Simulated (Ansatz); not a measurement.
# H₃S₂O+ (SMILES [OH2+]SS): a rigid scan of the bond length S2–S3

One table from this session's results is given with a row withheld; the runs are named, their logs left out.

Method: single points in def2-TZVPP; program: Ansatz 0.2.0, Gaussian basis.

Levels: PBE-D4, r2SCAN-D4, PBE0-D4, B3LYP-D4, wB97M-V, Hartree-Fock, MP2, CCSD, CCSD(T). The scan takes 1.728, 1.767, 1.823, 1.889, 1.962, 2.041, 2.124, 2.212, 2.304 Å.

Cores are frozen in the correlated methods. B3LYP uses VWN-RPA correlation.

44 further runs of the same task are left out: 44 set aside as unsound or not needed.

## The system as given

The minimum, relaxed at PBE0-D4: SMILES `[OH2+]SS`, 6 atoms, charge 1, spin multiplicity 1.

Atoms are counted from 1 here; the program's logs count them from 0.

Bond lengths: O1–H4 0.972 Å, O1–H5 0.972 Å, S2–S3 1.920 Å, S3–H6 1.358 Å. Angles: H4–O1–H5 109.2°, S2–S3–H6 100.6°.

As a file:

```xyz
6
H3OS2
O    -0.9644    0.3664   -0.5719
S    -0.0063   -0.9303    0.5866
S     1.8500   -0.6338    0.1959
H    -1.4844   -0.0776   -1.2627
H    -1.5459    0.9585   -0.0660
H     2.1510    0.3168    1.1181
```

Energies of the minimum (eV), from earlier single points: PBE-D4 -23748.73865, r2SCAN-D4 -23757.38410, PBE0-D4 -23750.16135, B3LYP-D4 -23760.98997, wB97M-V -23757.88613, CCSD(T) -23730.52911.

At the minimum the bond length S2–S3 is 1.920 Å.

Set-up of the first run:

ccsdt-tzvpp/in.yaml

```yaml
crystal:
  periodic: [false, false, false]
  atoms:
    - {symbol: O, position_ang: [-0.964405, 0.366397, -0.571898]}
    - {symbol: S, position_ang: [-0.006266, -0.930303, 0.586580]}
    - {symbol: S, position_ang: [1.664414, -0.663464, 0.234997]}
    - {symbol: H, position_ang: [-1.484412, -0.077617, -1.262723]}
    - {symbol: H, position_ang: [-1.545879, 0.958527, -0.065969]}
    - {symbol: H, position_ang: [1.965448, 0.287186, 1.157101]}
basis:
  gaussian: {orbitals: def2-TZVPP}
total_charge: 1
correlation: {method: ccsd_t}
```

No record of the launch command was kept for these runs.

Among the steps run: S2–S3 = 1.728 Å; S2–S3 = 1.767 Å; S2–S3 = 1.823 Å; S2–S3 = 1.889 Å; S2–S3 = 1.962 Å; S2–S3 = 2.041 Å; S2–S3 = 2.124 Å; S2–S3 = 2.212 Å; S2–S3 = 2.304 Å.

One table of the session follows, with a row left open; its other results are not shown here.

Energies less that of the minimum at the same level (eV):

| bond length (Å) | PBE-D4 | PBE0-D4 | B3LYP-D4 | wB97M-V | Hartree-Fock |
| --- | --- | --- | --- | --- | --- |
| 1.728 | 0.791 | 0.688 | 0.764 | 0.695 | 0.700 |
| 1.767 | 0.490 | 0.407 | 0.470 | 0.413 | 0.416 |
| 1.823 | 0.201 | 0.148 | 0.190 | 0.152 | 0.153 |
| 1.889 | 0.030 | 0.014 | 0.027 | 0.015 | 0.015 |
| 1.920 (minimum) | 0.000 | 0.000 | 0.000 | 0.000 | 0.000 |
| 1.962 | -0.001 | 0.022 | 0.002 | 0.019 | 0.019 |
| 2.041 | ? | ? | ? | ? | ? |
| 2.124 | 0.287 | 0.395 | 0.297 | 0.385 | 0.372 |
| 2.212 | 0.557 | 0.709 | 0.568 | 0.695 | 0.667 |
| 2.304 | 0.878 | 1.072 | 0.888 | 1.053 | 1.006 |

**Question.** Estimate the row for bond length (Å) = 2.041.

Worked estimate for «PBE-D4». A straight line through the neighbours (1.962, -0.001) and (2.124, 0.287) gives -0.001 + (0.287 + 0.001) × (2.041 − 1.962) / (2.124 − 1.962) = 0.139; a parabola fitted to 4 rows on both sides gives 0.095.

The run gave: PBE-D4: 0.093; PBE0-D4: 0.158; B3LYP-D4: 0.101; wB97M-V: 0.152; Hartree-Fock: 0.147. In «PBE-D4» the line misses by +0.046 and the parabola by +0.002.
